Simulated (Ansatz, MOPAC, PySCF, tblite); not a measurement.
Dissociation curve of Li₂, singlet. Each curve is given relative to its own lowest point near equilibrium.

```
R / Å     A      B      C      D
-----  ----  -----  -----  -----
2.04   53.0   22.8   70.7    7.0
2.21   25.6    4.9   38.5    0.3
2.37   10.2    0.0   18.7    0.0
2.43    6.5    0.3   13.5    1.0
2.61    0.5    6.5    3.4    7.2
2.67    0.0    9.9    1.6   10.2
2.74    0.1   14.4    0.4   14.2
2.84    1.5   21.7    0.0   20.6
2.89    2.7   25.7    0.3   24.2
2.99    5.7   34.1    1.9   31.8
3.15   12.2   48.4    6.3   43.9
3.45   27.8   75.5   19.2   59.7
3.72   42.6   98.6   33.6   83.3
4.10   58.4  127.5   55.6  118.7
4.59   71.6  157.7   83.7  163.9
4.91   77.0  173.5  100.8  191.9
5.36   81.8  191.4  122.7  227.5
6.04   85.2  211.3  150.9  270.0
6.78   86.7  226.4  175.2  301.4
7.45   87.2  236.4  192.6  319.8
8.23   87.5  245.3  208.4  332.4
```

Energies in kJ/mol.

**Question.** Match the curves with the methods AM1, restricted, heats of formation in MOPAC 23.2.5; GFN2-xTB, 300 K electronic temperature (tblite 0.5.0); PySCF with restricted Hartree-Fock/LANL2DZ; unrestricted CAM-B3LYP/cc-pVDZ (Ansatz, a quantum-chemistry and plane-wave program).

**Answer.** A is UKS-CAM-B3LYP; B is AM1; C is RHF/LANL2DZ; D is GFN2-xTB.

The restricted form behind RHF/LANL2DZ, AM1 keeps the bonding electrons paired and can't separate into open-shell fragments. The unrestricted determinant behind UKS-CAM-B3LYP is spin-contaminated at 3.72 to 8.23 Å (<S²> up to 1.0, against 0.00 for a pure singlet).
